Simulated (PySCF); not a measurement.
## Löwdin shares of the frontier orbitals

Species: disulfur monoxide, S₂O.
Bonds: O1–S2 (double), S2–S3 (double).

Method: TDDFT CAM-B3LYP/aug-cc-pVTZ, vertical, gas phase, core orbitals frozen in the response (PySCF). Geometry: PBE0-D3(BJ)/def2-TZVP; no solvent, vibrations or thermal averaging.

Frontier orbitals with the atoms that hold most of them (Löwdin shares over 4%, at most four atoms; ? is withheld):

```csv
orbital,ε (eV),atoms
HOMO-3,-14.51,"O1 49%, S2 39%, S3 12%"
HOMO-2,-10.32,"O1 45%, S2 30%, S3 26%"
HOMO-1,-10.26,?
HOMO,?,?
LUMO,-2.95,"S2 41%, S3 37%, O1 22%"
LUMO+1,0.61,"S3 57%, S2 37%, O1 5%"
LUMO+2,0.84,"S2 56%, S3 31%, O1 13%"
```

Which atoms hold the HOMO-1, and with what shares?

S3 (bonded to S) 49%; O1 (bonded to S) 26%; S2 (bonded to O and S) 25%. By element: sulfur 74%, oxygen 26%.

Which atoms hold the HOMO, and with what shares?

S3 (bonded to S) 66%; S2 (bonded to O and S) 27%; O1 (bonded to S) 8%. By element: sulfur 92%, oxygen 8%.

What is the HOMO energy, and the HOMO–LUMO gap?

ε(HOMO) = -9.53 eV; the gap is 6.58 eV (0.2417 hartree).

The HOMO–LUMO gap is 6.58 eV. Where does the response calculation put the lowest singlet, and from which orbitals?

S1 is at 2.42 eV (f = 0.0001), 4.16 eV below the gap, made of HOMO→LUMO (100%). 

One configuration dominates each of S1, S2, S3 and S4. Which, and how do the shares of the two leading atoms of either orbital change from the occupied to the empty one?

- S1 (2.42 eV, f 0.0001), HOMO→LUMO (100%): S3 66% → 37%, S2 27% → 41%
- S2 (3.01 eV, f 0.0001), HOMO-2→LUMO (99%): O1 45% → 22%, S2 30% → 41%, S3 26% → 37%
- S3 (4.40 eV, f 0.080), HOMO-1→LUMO (89%): S3 49% → 37%, O1 26% → 22%, S2 25% → 41%
- S4 (6.55 eV, f 0.0032), HOMO→LUMO+1 (70%): S3 66% → 57%, S2 27% → 37%

Löwdin shares depend on the basis, the more so with diffuse functions.
